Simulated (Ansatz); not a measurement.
# AlHS (singlet): wave-function methods side by side at scale of all distances = 0.888, 6-31G

How much of the correlation energy of AlHS (singlet) does each wave-function method recover here?

The runs use Ansatz 0.2.0, Gaussian basis; 6-31G, core rule «outside noble gas», up to 10 orbitals frozen.

Plan: UHF; CCSD(T) on RHF; BCCD(T) on RHF; CISD; CCSDT(Q) on RHF; CISDTQ; CCSDTQ on RHF; CASSCF and MRCISD+Q, 2 electrons in 2 orbitals; CASSCF and NEVPT2, 2 electrons in 2 orbitals; CASSCF and MRCISD+Q, 10 electrons in 9 orbitals; CASSCF and MRCISD+Q(relaxed), 10 electrons in 9 orbitals; CASSCF and NEVPT2, 10 electrons in 9 orbitals; Full CI.

19 further runs of the same task are left out: 16 that didn't finish, 3 set aside as unsound or not needed. Runs told in other sessions of the task aren't counted.

**1. The geometry**

The geometry derives from a PBE0/def2-TZVP stationary point (not a proven minimum). All distances are scaled together.

3 atoms, charge 0, spin multiplicity 1.

Atoms are counted from 1 here; the program's logs count them from 0.

Bond lengths: Al1–S2 1.775 Å, Al1–H3 1.394 Å. Angles: S2–Al1–H3 180.0°.

**2. UHF**

in.yaml

```yaml
crystal:
  periodic: [false, false, false]
  atoms:
    - {symbol: Al, position_ang: [0.000000, 0.000000, 0.127073]}
    - {symbol: S, position_ang: [0.000000, 0.000000, -1.647862]}
    - {symbol: H, position_ang: [0.000000, 0.000000, 1.520789]}
basis:
  gaussian: {orbitals: 6-31G}
magnetization: {spin_polarized: true, initial_magnetization: 0}
hamiltonian: {xc: hf}
output: {orbitals: {seedname: orbitals}}
```

Launch:

```console
> ansatz run in.yaml --threads 1 --pin off --events-out ev --progress --plain --max-ram 2393MiB
```

The runs that follow: CCSD(T) on RHF; BCCD(T) on RHF; CISD; CCSDT(Q) on RHF; CISDTQ; CCSDTQ on RHF; CASSCF and MRCISD+Q, 2 electrons in 2 orbitals; CASSCF and NEVPT2, 2 electrons in 2 orbitals; CASSCF and MRCISD+Q, 10 electrons in 9 orbitals; CASSCF and MRCISD+Q(relaxed), 10 electrons in 9 orbitals; CASSCF and NEVPT2, 10 electrons in 9 orbitals; Full CI.

Before running them: what should the planned runs give, taken together? Wanted: FCI from the RHF energy; RMP2 from FCI; RCCSD from FCI; RCCSD(T) from FCI; RCCSDT(Q) from FCI; NEVPT2 valence from FCI; MRCISD+Q valence from FCI; MRCISD+Q(relaxed) valence from FCI; T1 diagnostic.

As calculated:

| quantity | value |
| --- | --- |
| FCI from the RHF energy | -2.7676 eV |
| RMP2 from FCI | +45.4 kJ/mol |
| RCCSD from FCI | +10.7 kJ/mol |
| RCCSD(T) from FCI | +1.8 kJ/mol |
| RCCSDT(Q) from FCI | -0.1 kJ/mol |
| NEVPT2 valence from FCI | +24.0 kJ/mol |
| MRCISD+Q valence from FCI | +0.6 kJ/mol |
| MRCISD+Q(relaxed) valence from FCI | 0.0 kJ/mol |
| levels within 1 kcal/mol (43 meV) | RCCSD(T), BCCD(T), RCCSDT, CISDTQ, RCCSDT(Q), RCCSDTQ, MRCISD valence, MRCISD+Q valence, MRCISD+Q(relaxed) valence |
| T1 diagnostic | 0.024 |
| effectively unpaired electrons | 0.05 |

What this shows: RCCSD(T) misses by +1.8 kJ/mol, 0.7 % of the correlation energy. One determinant dominates. Of the multireference levels listed MRCISD+Q(relaxed) valence comes nearest in total energy (0.0 kJ/mol), which doesn't show that its space is the better one. These misses are within one basis, not against nature.
